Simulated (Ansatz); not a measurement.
# C3H9NO: basis-set convergence

The task here is to estimate one member of a computed series from the others.

Method: one geometry, several basis sets; program: Ansatz 0.2.0, Gaussian basis.

Levels to be run: PBE0-D4/def2-SVP; ωB97M-V/def2-SVP; PBE0-D4/def2-QZVPP; ωB97M-V/def2-QZVPP; the functionals' def2-TZVPP values are taken from earlier runs.

## Structure used throughout

The geometry comes from an earlier relaxation with PBE0-D4 in a triple-zeta def2 set; it is a stationary point, not always the lowest conformer.

14 atoms, charge 0, spin multiplicity 1.

Atoms are counted from 1 here; the program's logs count them from 0.

Bond lengths: C1–O2 1.402 Å, C1–H6 1.099 Å, C1–H7 1.090 Å, C1–H8 1.097 Å, O2–C3 1.409 Å, C3–C4 1.521 Å, C3–H9 1.102 Å, C3–H10 1.095 Å, C4–N5 1.451 Å, C4–H11 1.095 Å, C4–H12 1.095 Å, N5–H13 1.014 Å, N5–H14 1.014 Å. Angles: O2–C1–H6 111.2°, O2–C1–H7 107.3°, O2–C1–H8 112.7°, H6–C1–H7 108.8°, H6–C1–H8 108.3°, H7–C1–H8 108.4°, C1–O2–C3 113.7°, O2–C3–C4 113.0°, O2–C3–H9 110.2°, O2–C3–H10 105.7°, C4–C3–H9 110.3°, C4–C3–H10 109.6°, H9–C3–H10 107.9°, C3–C4–N5 115.0°, C3–C4–H11 109.8°, C3–C4–H12 108.4°, N5–C4–H11 108.3°, N5–C4–H12 109.1° and more.

Set-up of the first run:

Input file in.yaml:

```yaml
crystal:
  periodic: [false, false, false]
  atoms:
    - {symbol: C, position_ang: [-1.172983, 1.308448, 0.756657]}
    - {symbol: O, position_ang: [0.128653, 1.208898, 0.244697]}
    - {symbol: C, position_ang: [0.767971, -0.008852, 0.552756]}
    - {symbol: C, position_ang: [0.302192, -1.161945, -0.323598]}
    - {symbol: N, position_ang: [0.471289, -0.955311, -1.749352]}
    - {symbol: H, position_ang: [-1.182486, 1.176476, 1.847668]}
    - {symbol: H, position_ang: [-1.538609, 2.308087, 0.520035]}
    - {symbol: H, position_ang: [-1.859003, 0.574511, 0.315088]}
    - {symbol: H, position_ang: [0.624984, -0.255092, 1.616976]}
    - {symbol: H, position_ang: [1.836025, 0.167400, 0.389447]}
    - {symbol: H, position_ang: [-0.754890, -1.372599, -0.129504]}
    - {symbol: H, position_ang: [0.845922, -2.064584, -0.026351]}
    - {symbol: H, position_ang: [1.456488, -0.889988, -1.978272]}
    - {symbol: H, position_ang: [0.061547, -0.064547, -2.007148]}
basis:
  gaussian: {orbitals: def2-SVP}
hamiltonian: {xc: pbe0, dispersion: d4}
output: {orbitals: {seedname: orbitals}}
```

On the command line:

```bash
> ansatz run in.yaml --threads 4 --pin off --events-out ev --progress --plain --max-ram 10444MiB
```

Among the steps run: PBE0-D4 in def2-SVP; ωB97M-V in def2-SVP; PBE0-D4 in def2-QZVPP; ωB97M-V in def2-QZVPP.

One of the session's tables, all rows but one given; the rest of the session is left out.

It belongs to the step «Functionals by basis». 

| functional | basis | HOMO (eV) | LUMO (eV) |
| --- | --- | --- | --- |
| PBE0-D4 | def2-SVP | -6.47 | 1.75 |
| PBE0-D4 | def2-TZVPP | -6.72 | 1.13 |
| PBE0-D4 | def2-QZVPP | ? | ? |
| ωB97M-V | def2-SVP | -8.87 | 3.41 |
| ωB97M-V | def2-TZVPP | -9.13 | 2.57 |
| ωB97M-V | def2-QZVPP | -9.18 | 1.86 |

**Question.** Estimate the row for PBE0-D4, def2-QZVPP.

**Answer.** HOMO (eV): -6.78; LUMO (eV): 0.68. In the column «HOMO (eV)» it lies between ωB97M-V, def2-SVP (-8.87) and PBE0-D4, def2-TZVPP (-6.72).
